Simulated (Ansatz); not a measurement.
How far each method lies from full CI for HPSi⁺, doublet

Geometry: that of the HPSi, singlet, kept fixed.

```yaml
atoms:
  - { symbol: Si, position_ang: [0.0000, -0.0098, 1.0767] }
  - { symbol: P, position_ang: [0.0000, -0.0326, -0.9681] }
  - { symbol: H, position_ang: [0.0000, 1.2752, -0.2504] }
```

Basis 6-31G; Ansatz 0.2.0. Only valence electrons are correlated (noble-gas cores frozen), which leaves 9 electrons in 18 orbitals. R marks a restricted (for open shells ROHF) determinant, U an unrestricted one. Active spaces: valence = (9e, 9o) chosen from the atoms' valence shells.

Full CI is exact within this basis and frozen core; it isn't the basis-set limit. The frozen core follows each run's orbitals, which can shift R against U totals by a few meV.

HF rows: RHF is the lowest solution found. Coupled cluster chose its determinant by a search with trial CCSD, here up to 0.37 eV above the lowest Hartree–Fock solution of its kind, and MP2 stands on that determinant too.

The UHF ⟨S²⟩ is 0.927 and the ⟨S²⟩ of the determinant under UCCSD is 0.786. The T1 diagnostic (RCCSD) is 0.0369. The largest doubles amplitude (RCCSD) is 0.156 and the T1 diagnostic (UCCSD) is 0.0349.

| level | E − E(determinant under the R cluster runs) (eV) |
| --- | --- |
| RMP2 | -3.2212 |
| UMP2 | -3.1048 |
| RCCSD | -3.6501 |
| UCCSD | -3.6667 |
| RCCSD(T) | -3.8082 |
| UCCSD(T) | -3.8099 |

Q: Estimate how far full CI in 6-31G lies from RCCSD(T). The table doesn't fix it; the size of (T) and the diagnostics are the guide.

A: Full CI in 6-31G lies 4.5 kJ/mol below RCCSD(T), which is 29 % of the (T) step (-15.3 kJ/mol). T1 is raised, a doubles amplitude is large, and the rest is a large part of (T). The miss exceeds 1 kcal/mol.

The other levels:

```tsv
level	E − E(full CI) (kJ/mol)	share of correlation (%)	wall time
RHF†	336.3	–	–
BCCD(T)	4.9	98.67	2.1 s
RCCSDT	2.2	99.40	–
UCCSDT	2.0	99.47	–
RCCSDT(Q)	0.4	99.88	6 s
UCCSDT(Q)	0.2	99.94	10 s
RCCSDTQ	0.2	99.94	39 s (H100)
UCCSDTQ	0.2	99.95	36 s (H100)
CASSCF (valence space)	70.9	80.92	–
NEVPT2 (valence space)	18.8	94.94	3.1 s
MRCISD (valence space)	1.9	99.49	–
MRCISD+Q (valence space)	0.5	99.86	4.8 s
MRCISD+Q(relaxed) (valence space)	-0.1	100.03	6.5 s
```

A dagger marks rows that describe another state than the reference (another or a broken symmetry, a higher spin or other natural occupations), so the difference holds a gap between states beside the method's error.

The correlation energy at full CI, counted from the determinant under the R cluster runs, is -3.855 eV. That run took 17 s on 2 threads of AMD EPYC 7R13 with a shared H100 80 GB, shared host over 13,106,016 determinants.

Run but not shown, since their state, orbitals or frozen core can't be matched to the reference's or they repeat it: UHF, CISD, CISDTQ.

Times hold each run's SCF and search for its determinant on a shared host, so for small cases they say little of a method's own cost; rows without a card ran on 1 thread of AMD EPYC 7R13.

The full-CI state has the irrep A' of Cs, in the program's axes.

Natural occupations of full CI about the gap: 1.983 1.935 1.916 1.887 1.013 0.117 0.053 0.038 0.031 0.007; effectively unpaired electrons, Σ n²(2−n)², 1.16.
